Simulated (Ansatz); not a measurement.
A run for Ansatz (a quantum-chemistry and plane-wave program): U-CCSD(T)/cc-pVDZ on ethylamine (SMILES CCN), a point of a bond scan (R = 1.486 Å).

Ansatz 0.2 input:
```yaml
crystal:
  periodic: [false, false, false]
  atoms:
    - {symbol: C, position_ang: [1.18612906, 0.44302756, 0.02367077]}
    - {symbol: C, position_ang: [0.04500471, -0.55351665, -0.10923757]}
    - {symbol: N, position_ang: [-1.24594693, 0.13053905, -0.00235327]}
    - {symbol: H, position_ang: [2.15252555, -0.05152541, -0.09038783]}
    - {symbol: H, position_ang: [1.10043350, 1.22491245, -0.73222663]}
    - {symbol: H, position_ang: [1.17238740, 0.92208442, 1.00657057]}
    - {symbol: H, position_ang: [0.22323569, -1.63674858, 0.89159722]}
    - {symbol: H, position_ang: [0.08743463, -1.02649974, -1.09379181]}
    - {symbol: H, position_ang: [-2.01243122, -0.52425249, -0.10366542]}
    - {symbol: H, position_ang: [-1.34255151, 0.56035274, 0.91125319]}
basis:
  gaussian:
    orbitals: cc-pVDZ
correlation: {method: ccsd_t, electrons: outside_noble_gas}
scf: {omitted_lower_state_checks: [cluster_reference]}
magnetization: {spin_polarized: true, initial_magnetization: 0}
```

Output:

```
Functional definition: HF
[...]
these checks for a lower state are left out or cut short: cluster_reference
integrals: 0.09 GiB planned
700 factors; integrals over basis functions are off by at most 1.3e-3 eV
mean field: 0.20 GiB planned
mean field evaluation 1: about -3649.7315 eV, gradient 2.1e1 eV
mean field evaluation 2: about -3649.8560 eV, gradient 2.1e1 eV
mean field evaluation 4: about -3652.1490 eV, gradient 2.2e0 eV
mean field evaluation 8: about -3652.1828 eV, gradient 1.2e-1 eV
mean field -3652.18298802 eV, -134.2152492713 hartree, gradient 8.4e-6 eV, S^2 0.000000; 0 other end points of the search recorded, 0 dependent functions left out
3 core orbitals not correlated
reference -3652.18298802 eV, -134.2152492713 hartree; 10, 10 occupied and 64, 64 virtual orbitals, 700 factors
second order -12.89198054 eV of doubles, -0.00000000 eV of singles
coupled cluster: 0.40 GiB planned
cycle   1  -13.67123512 eV  change   -7.8e-1 eV  update   7.4e-2
cycle   2  -14.05154071 eV  change   -3.8e-1 eV  update   2.4e-2
cycle   3  -14.11578537 eV  change   -6.4e-2 eV  update   9.2e-3
cycle   4  -14.11672138 eV  change   -9.4e-4 eV  update   2.6e-3
cycle   5  -14.11612866 eV  change    5.9e-4 eV  update   8.5e-4
cycle   6  -14.11598812 eV  change    1.4e-4 eV  update   2.7e-4
cycle   7  -14.11592260 eV  change    6.6e-5 eV  update   8.4e-5
cycle   8  -14.11592921 eV  change   -6.6e-6 eV  update   3.3e-5
cycle   9  -14.11592788 eV  change    1.3e-6 eV  update   1.2e-5
perturbative correction -0.39714867 eV, -0.0145949444 hartree
Total energy: -3666.69606458 eV, -134.7485949974 hartree
Checks for a lower state left out: cluster_reference
```

The run converged.

Cost: roughly 8 core-seconds.
